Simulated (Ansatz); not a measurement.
# C2H4: the cost of one run

All numbers are computed with Ansatz 0.2.0, driven from Python. The levels of theory stand in the script.

## (1) Starting point

Bond lengths: C1–C2 1.491 Å, C1–H3 1.110 Å, C1–H4 1.110 Å, C2–H5 1.085 Å, C2–H6 1.085 Å. Angles: C1–C2–H5 119.9°, C1–C2–H6 120.4°, H5–C2–H6 119.7°, C2–C1–H3 110.0°, C2–C1–H4 109.6°, H3–C1–H4 109.4°.

No structure file is read: the coordinates are typed or built in the script.

## (2) The code

File run_composite.py:

```python
# -*- coding: utf-8 -*-
"""A composite energy for C2H4(+): DFT geometry, MP2 basis limit, coupled-cluster correction."""

import itertools

import ansatz as az
from ase import Atoms
from ase.data import atomic_numbers, covalent_radii
import numpy as np

atoms = Atoms(["C", "C", "H", "H", "H", "H"], positions=[
    (-0.7634, -0.1229, -0.2737),
    (0.7068, 0.0137, -0.0673),
    (-1.2624, 0.8547, -0.1083),
    (-1.171, -0.8699, 0.4384),
    (1.3539, -0.8467, -0.1993),
    (1.1361, 0.9709, 0.2102),
])
mol = az.Crystal.molecule_from_ase(atoms)

model = (
    mol.calculation()
    .basis(gaussian="def2-SVP")
    .functional("r2scan")
    .charge(1)
    .spin("collinear", total=1)  # two spin channels
)
symbols = [site.symbol for site in mol.cartesian_sites]
start = np.array([site.position_ang for site in mol.cartesian_sites], dtype=float)
report = model.relax(force_tolerance=0.01).run(threads=1).report
end = np.array(report["positions_ang"])
# pairs closer than 1.2 times the sum of covalent radii, before or after
radius = [covalent_radii[atomic_numbers[s]] for s in symbols]
span = lambda where, i, j: np.linalg.norm(where[i] - where[j])
bonded = [(i, j) for i, j in itertools.combinations(range(len(symbols)), 2) if min(span(start, i, j), span(end, i, j)) < 1.2 * (radius[i] + radius[j])]
print("pair        before    after (A)")
for i, j in bonded:
    print(f"{symbols[i]}{i}-{symbols[j]}{j}".ljust(10), f"{span(start, i, j):8.4f} {span(end, i, j):8.4f}")

minimum = az.Crystal.molecule()
for symbol, place in zip(symbols, end):
    minimum = minimum.atom(symbol, place.tolist())
at_minimum = minimum.calculation().charge(1).spin("collinear", total=1)
# MP2 extrapolated to the basis limit, plus the small-basis difference CCSD(T) - MP2
level = lambda method, basis: at_minimum.basis(gaussian=basis).correlation(method).run(threads=1).report
small, large, cluster = level("mp2", "cc-pVDZ"), level("mp2", "cc-pVTZ"), level("ccsd_t", "cc-pVDZ")
corr = lambda each: (each["free_energy_ev"] - each["reference_energy_ev"]) / 27.211386246
mp2_limit = (27 * corr(large) - 8 * corr(small)) / 19
pieces = {"HF / cc-pVTZ": large["reference_energy_ev"] / 27.211386246, "MP2 correlation, DZ-TZ limit": mp2_limit, "CCSD(T) - MP2 / cc-pVDZ": corr(cluster) - corr(small)}
for name, value in pieces.items():
    print(f"{name:32s} {value:14.6f} Ha")
print(f"{'sum':32s} {sum(pieces.values()):14.6f} Ha")
print("T1 diagnostic", round(cluster["correlation"]["coupled_cluster"]["t1_diagnostic"], 4))
```

## (3) The calls as engine input

The engine receives this input (first run):

```yaml
crystal:
  periodic: [false, false, false]
  atoms:
    - { symbol: C, position_ang: [-0.7634, -0.1229, -0.2737] }
    - { symbol: C, position_ang: [0.7068, 0.0137, -0.0673] }
    - { symbol: H, position_ang: [-1.2624, 0.8547, -0.1083] }
    - { symbol: H, position_ang: [-1.171, -0.8699, 0.4384] }
    - { symbol: H, position_ang: [1.3539, -0.8467, -0.1993] }
    - { symbol: H, position_ang: [1.1361, 0.9709, 0.2102] }
basis:
  gaussian:
    orbitals: def2-SVP
hamiltonian:
  xc: r2scan
magnetization:
  spin_polarized: true
  initial_magnetization: 1.0
total_charge: 1.0
relax:
  f_tol: 0.01
```

## (4) Running it

Launch:

```console
$ python run_composite.py
```

Q: Estimate wall time and peak memory on 1 thread of Arm Neoverse V1, shared host.

About 21 s, with a peak of 0.23 GiB.
